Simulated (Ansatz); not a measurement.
Reaction (SMILES): O=C (CH2-O) → [CH-]=O + H+
B3LYP-D3(BJ)/def2-TZVP geometries, fixed; electronic energies without zero-point terms.

Basis-set convergence of the deprotonation energy at HF with Ansatz (a first-principles code). Cartesian d functions, on some or all atoms, in 6-31G*, 6-31G**, 6-31+G*; all else is spherical. No added dispersion term, no relativity. Functions are those of the species that has most. Reference: the value in aug-pcseg-3, 409.54 kcal/mol, itself unsure by roughly 0.40 kcal/mol (its mean distance from aug-cc-pVQZ, def2-QZVPPD). Deviations are taken from unrounded values.

```csv
basis,functions,deprotonation energy (kcal/mol),minus reference (kcal/mol)
3-21G,22,425.80,16.26
pcseg-0,22,411.45,1.92
def2-SV(P),32,417.12,7.58
6-31G*,34,423.00,13.46
def2-SVP,38,419.14,9.60
pcseg-1,38,414.99,5.45
6-31G**,40,424.08,14.54
6-31+G*,42,407.48,-2.06
6-311G**,48,418.59,9.05
aug-pcseg-1,64,407.62,-1.92
"6-311++G(2d,2p)",74,409.25,-0.29
def2-TZVP,74,412.15,2.62
def2-TZVPP,90,412.42,2.89
"6-311++G(3df,3pd)",114,409.30,-0.23
aug-pcseg-2,138,409.42,-0.12
cc-pVQZ,170,412.98,3.44
pcseg-3,186,410.29,0.76
aug-pcseg-3,268,409.54,0.00
```
